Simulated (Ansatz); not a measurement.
AlClHO (`[O][AlH][Cl]`) radical at its PBE0-D4/def2-TZVP geometry, where that method's forces vanish. Total charge 0; spin multiplicity 2.

```xyz
4

O     0.6001    0.6980   -1.4524
Al    0.0143   -0.1155   -0.0438
Cl   -0.5846    1.0981    1.5374
H    -0.0298   -1.6807   -0.0412
```

What forces (eV/Å) does r2SCAN-D4/def2-TZVPP give on these atoms in the Gaussian-basis code of Ansatz? (Estimate.)

Ansatz gave: 
```
O1  -0.006 -0.010  0.014
Al2  0.011 -0.036 -0.029
Cl3 -0.009  0.027  0.025
H4   0.005  0.019 -0.010
```
